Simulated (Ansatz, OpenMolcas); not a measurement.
Heat of formation of C3H8O (1-propanol) from total energies

The species is C3H8O (12 atoms), meant as a singlet with charge 0. SMILES: `CCCO`. The shape is that of a PBE0-D4/def2-TZVP optimisation. This is one conformer, not always the lowest.

Total energies at PBE0/cc-pVDZ (OpenMolcas 26.06); the atoms run unrestricted:

| species | state | energy (Eh) |
| --- | --- | --- |
| C3H8O | singlet | -194.130271 |
| C | triplet | -37.799013 |
| O | triplet | -74.993042 |
| H | doublet | -0.500290 |

Harmonic wavenumbers at PBE0-D4/def2-TZVP, in cm⁻¹: 134, 224, 256, 302, 465, 758, 888, 899, 1056, 1087, 1115, 1150, 1246, 1312, 1331, 1385, 1406, 1423, 1481, 1492, 1495, 1509, 2991, 3027, 3046, 3073, 3091, 3117, 3127, 3859.

Measured heats of formation of the gaseous atoms at 298.15 K, in kJ/mol: C 716.9, O 249.2, H 218.0. Spin-orbit lowering of the atoms at 298 K (mean of the ground term's levels less their thermal mean, from spectra), in kJ/mol: C 0.02, O 0.40. Take 1 Eh = 2625.50 kJ/mol, 1 cm⁻¹ = 0.0119627 kJ/mol, RT = 2.479 kJ/mol.

Problem. What heat of formation follows?

Solution. 
1. Electronic atomisation energy: 3 × (-37.799013) + (-74.993042) + 8 × (-0.500290) − (-194.130271) = 1.737870 Eh = 4562.8 kJ/mol.
2. Zero-point energy: half the sum of the wavenumbers, 23872.5 cm⁻¹ = 285.6 kJ/mol.
3. Thermal vibrational enthalpy, Σ hcν̃/(exp(hcν̃/kT) − 1): 7.1 kJ/mol. Translation, rotation and pV of a non-linear molecule: 4 RT = 9.9 kJ/mol.
4. The 12 free atoms carry 5/2 RT each: 74.4 kJ/mol.
5. Spin-orbit coupling lowers the free atoms by 3 × 0.02 + 0.40 = 0.5 kJ/mol.
6. Atomisation enthalpy at 298 K: 4562.8 − 0.5 − 285.6 − 7.1 − 9.9 + 74.4 = 4334.1 kJ/mol.
7. Sum of the atoms' heats of formation: 4143.9 kJ/mol. Heat of formation: 4143.9 − 4334.1 = -190.2 kJ/mol.

The tabulated value is -255.1 kJ/mol (CRC Handbook of Chemistry and Physics), so this level is off by +64.9 kJ/mol, or 1.5 % of the atomisation enthalpy. Anharmonicity and any spin-orbit splitting of the molecule are left out.
